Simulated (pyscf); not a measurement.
Optimised with ωB97X-D3(BJ)/def2-SVP in PySCF.

### Question
For the elementary gas-phase step `[OH][PH][OH]` + `[SiH4]` -> `[OH][SiH3]` + `[OH][PH2]` (singlet surface; O–P, H–Si broken, O–Si, H–P formed), what barrier and reaction energy does ωB97M-D3(BJ)/def2-TZVP give, measured from the separated reactants?

### Answer
ΔE‡ = 1.44 eV, ΔE = -0.45 eV. Zero-point energy shifts the barrier by +0.06 eV. It is a four-centre exchange, with an imaginary mode of 284i cm⁻¹. On the product side the descent ends in a complex (not fully relaxed), 0.26 eV under the separated species and 2.12 eV under the saddle at ωB97X-D3(BJ)/def2-TZVP. One saddle was located; it need not be the lowest between these sides.
